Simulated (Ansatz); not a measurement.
```yaml
crystal:
  periodic: [false, false, false]
  atoms:
    - {symbol: P, position_ang: [-0.835142, 0.299211, -0.422965]}
    - {symbol: P, position_ang: [0.835142, -0.299211, 0.422965]}
basis:
  gaussian: {orbitals: "6-31++G**", final_grid: {core_spheres: 1, valence_spheres: 1, degree: 1}}
total_charge: 2
hamiltonian: {xc: {name: PBE}}
output: {forces: true}
```

```sh
$ ansatz run in.yaml --threads 2 --pin off --events-out ev --progress --plain --max-ram 32768MiB --backend cpu
```

It prints (some lines left out):

```
Functional definition: PBE
  name "PBE"
  cite "Perdew, Burke & Ernzerhof, Phys. Rev. Lett. 77, 3865 (1996) doi:10.1103/PhysRevLett.77.3865"
  parent pbe
  parameter kappa = 0.804
  parameter beta = 0.06672455060314922
  exchange = pbe_x(kappa = kappa, mu = beta*pi^2/3)
  correlation = pbe_c(beta = beta)
476 factors; their error is unknown
mean field evaluation 1: about -18532.9061 eV, gradient 3.6e1 eV
mean field evaluation 2: about -18533.5832 eV, gradient 3.6e1 eV
mean field evaluation 4: about -18538.2480 eV, gradient 4.8e0 eV
mean field evaluation 8: about -18537.0119 eV, gradient 1.2e1 eV
mean field evaluation 16: about -18590.2457 eV, gradient 6.5e0 eV
mean field evaluation 32: about -18560.8220 eV, gradient 6.4e0 eV
a density is far from that of the atoms, so the factors are made again for it
438 factors; integrals over basis functions are off by at most 8.5e-5 eV
mean field evaluation 64: about -18599.8681 eV, gradient 2.1e0 eV
mean field -18599.89894668 eV, -683.5336788260 hartree, gradient 1.5e-6 eV, S^2 0.000000; 0 other end points of the search recorded, 0 dependent functions left out
the calculation of the forces begins
reference -18599.89912542 eV, -683.5336853947 hartree; 14, 14 occupied and 32, 32 virtual orbitals, 438 factors
Total energy: -18599.89912542 eV, -683.5336853947 hartree
Atom 0 at    -0.835142     0.299211    -0.422965 Å, force     5.520993    -1.978037     2.796155 eV/Å
Atom 1 at     0.835142    -0.299211     0.422965 Å, force    -5.520993     1.978037    -2.796155 eV/Å
Dipole moment:    -0.000000     0.000000    -0.000000 e Å
```

In this input the integration grid is far too coarse. The calculation finished and met its thresholds. The result belongs to that input, not to the molecule as meant.
